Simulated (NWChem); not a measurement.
System: diphosphorus (P₂); SMILES P#P

All runs: NWChem. The geometry was optimised at B3LYP/6-31G* (spherical d).

For level B3PW91/def2-SVP:

| Item | Result |
|---|---|
| orbital gap (eV) | 5.19 |

### Question
Estimate the same quantities for level PW6B95/def2-SVP.

### Answer
The orbital gap (eV) is 5.68.
